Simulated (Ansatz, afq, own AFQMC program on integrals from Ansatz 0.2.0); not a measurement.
Where AFQMC and coupled cluster stand for C, triplet

A free C atom.

Basis aug-cc-pVDZ. Only valence electrons are correlated. Integrals, coupled cluster, full CI and functionals: Ansatz 0.2.0; the random walks run on the same integrals in our own AFQMC program. ph-AFQMC/CISD is guided by a CISD state made of CCSD amplitudes; releasing the constraint for a short imaginary time cuts its bias at the price of noise, slowly where states lie close. Free AFQMC starts from the CCSD state and is never constrained. Its projection time is finite, and what remains of the start isn't in its error. ± is one standard error of the sampling.

Determinant: UHF, the one that the program's search chose, which needn't be the lowest solution.

Full CI on the same integrals is exact in this basis and with this determinant's frozen core.

The T1 diagnostic is 0.0096. The weight of the determinant in the CISD state is 0.949, the ⟨S²⟩ of the determinant is 2.010 and the size of the correlated space is 4 electrons in 22 orbitals.

```tsv
level	correlation energy (eV)
MP2	-1.4613
CCSD	-2.0637
CCSD(T)	-2.0981
```

(1) Estimate where free-projection AFQMC lies against CCSD(T) on the same integrals.

(1) 0.29 ± 0.01 kcal/mol below CCSD(T).

Reference: full CI, correlation energy -2.110 eV. The released energy is read at 1.50 1/Eh (meV from the phaseless value at times in 1/Eh: -1.8 ± 0.5 at 0.24, -2.5 ± 0.4 at 0.50, -6 ± 3 at 1.00, -2.7 ± 0.8 at 1.50).

```
         level  E − E(reference) (kcal/mol)  share of correlation (%)
       CCSD(T)                         0.27                     99.44
         CCSDT                         0.02                     99.95
      CCSDT(Q)                         0.01                     99.99
   ph-AFQMC/HF                  2.74 ± 0.23                     94.37
 ph-AFQMC/CISD                  0.12 ± 0.02                     99.75
released AFQMC                  0.06 ± 0.02                     99.88
    free AFQMC                 -0.02 ± 0.01                    100.04
```

CCSDT and higher add their correlation energy to the determinant of the CCSD(T) run, since their own runs factorise the integrals more tightly (a shift of under 2 meV). Free projections are given only where their last times agree within the noise and don't stop above the reference; a slow remainder of the start can still hide under it. A walk keeps the symmetry of its determinant, which the program's search chose and which needn't be the lowest solution, so a lower state of the same spin and another symmetry isn't excluded. Released energies are given only where the last usable release times agree within the noise; a slower fall can still hide under it.
